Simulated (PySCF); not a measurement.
**Shieldings and the share of exact exchange**

Molecule: SMILES C=C=C(C)CF, C5H7F.

Structure with atom numbers: `[CH2:1]=[C:2]=[C:3]([CH3:4])[CH2:5][F:6]`. Each H is labelled by its parent atom.

GIAO shieldings (ppm, equivalent atoms averaged) in PySCF 2.14.0 with density-fitted response routines on the PBE0-D3(BJ)/def2-SVP geometry, basis pcSseg-1, gas phase, non-relativistic:

| functional | exact exchange (%) | σ(C5) | σ(F6) |
| --- | --- | --- | --- |
| BLYP | 0 | 84.8 | 397.6 |
| BP86 | 0 | 90.5 | 401.8 |
| PBE | 0 | 90.8 | 400.5 |
| B3LYP | 20 | 91.5 | 411.1 |
| PBE0 | 25 | 98.5 | 416.0 |
| mPW1PW91 | 25 | 97.8 | 415.8 |
| HF | 100 | 113.4 | 444.5 |

**Question.** Fit each shielding as a line in the percentage of exact exchange.

**Answer.** σ(C5) = 89.3 + 0.25 x (rms 2.6 ppm); σ(F6) = 401.7 + 0.44 x (rms 2.4 ppm). The functionals also differ in their semilocal parts, which the line can't hold; Hartree–Fock has no correlation at all.

**Question.** What does the line predict for BHandHLYP (50 %), and what does the run give?

**Answer.** σ(C5): 101.8 predicted, 100.0 computed; σ(F6): 423.7 predicted, 426.2 computed ppm.
